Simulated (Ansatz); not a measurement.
# Al2SiH (quartet): from Hartree-Fock to the top rungs, cc-pVTZ

An exercise on one series of results from a longer session: the logs are not shown, and one member is left open.

Computed with Ansatz 0.2.0, Gaussian basis. Level: cc-pVTZ, core rule «outside noble gas», up to 15 orbitals frozen.

Plan: UHF; CCSD(T) on ROHF; CCSD(T) on UHF; BCCD(T) on ROHF; CCSDT(Q) on ROHF; CCSDT(Q) on UHF.

3 further runs of the same task are left out: 3 set aside as unsound or not needed.

### What is computed

The geometry is a PBE0/def2-TZVP stationary point (not a proven minimum) of the parent state, kept for this charge and spin.

4 atoms, charge 0, spin multiplicity 4.

Atoms are counted from 1 here; the program's logs count them from 0.

Bond lengths: Al1–Si2 2.289 Å, Al1–Al3 2.719 Å, Al1–H4 1.590 Å, Si2–Al3 2.311 Å. Angles: Si2–Al1–Al3 54.1°, Si2–Al1–H4 166.2°, Al3–Al1–H4 139.7°, Al1–Si2–Al3 72.5°, Al1–Al3–Si2 53.4°.

Set-up of the first run:

in.yaml

```yaml
crystal:
  periodic: [false, false, false]
  atoms:
    - {symbol: Al, position_ang: [0.000000, 0.365979, 1.411330]}
    - {symbol: Si, position_ang: [0.000000, -1.216412, -0.242354]}
    - {symbol: Al, position_ang: [0.000000, 0.856925, -1.263266]}
    - {symbol: H, position_ang: [0.000000, 1.158538, 2.789485]}
basis:
  gaussian: {orbitals: cc-pVTZ}
magnetization: {spin_polarized: true, initial_magnetization: 3}
hamiltonian: {xc: hf}
output: {orbitals: {seedname: orbitals}}
```

Started as:

```console
> ansatz run in.yaml --threads 1 --pin off --events-out ev --progress --plain --max-ram 4096MiB --backend cpu
```

Among the steps run: UHF; CCSD(T) on ROHF; CCSD(T) on UHF; BCCD(T) on ROHF; CCSDT(Q) on ROHF; CCSDT(Q) on UHF.

One table of the session follows, with a row left open; its other results are not shown here.

```
   method  from UCCSDT(Q) (meV)
     ROHF               +7363.5
      UHF               +7185.4
     RMP2               +1384.2
     UMP2               +1459.3
    RCCSD                +536.8
    UCCSD                +524.6
 RCCSD(T)                 +89.6
 UCCSD(T)                     ?
  BCCD(T)                 +89.2
   RCCSDT                 +42.4
   UCCSDT                 +39.2
RCCSDT(Q)                  +2.5
UCCSDT(Q)                     0
```

Q: Estimate the row for UCCSD(T) from the others.

The run gave: from UCCSDT(Q) (meV): +92.2. In the column «from UCCSDT(Q) (meV)» it lies between RCCSD(T) (+89.6) and UCCSD (+524.6).

Limits of these values: Restricted and unrestricted rows rest on different reference determinants; where their highest levels disagree by more than a few hundredths of an eV, they describe different states and don't form one ladder.
